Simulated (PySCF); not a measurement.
**CN at PBE0**

Level: PBE0. PySCF, no relativity, basis sets C def2-TZVP, N def2-TZVP.

| Quantity | Value |
| --- | --- |
| state | ²Σ⁺ (doublet), unpaired electrons σ ↑ |
| bond length | 1.160 Å |
| harmonic wavenumber | 2184 cm⁻¹ |
| force constant | 18.2 mdyn/Å |
| rotational constant Be | 1.938 cm⁻¹ |
| anharmonicity ωexe | 12.5 cm⁻¹ |
| vibration–rotation constant αe | 0.0163 cm⁻¹ |
| well depth De to C + N | 7.74 eV |
| dissociation energy D0 | 7.61 eV |
| bond order (Mayer) | 3.08 |
| dipole moment (positive dipole means C(−)N(+)) | -1.49 D |

The state is the lowest determinant that a PBE0 search found; another state may lie lower at other levels.
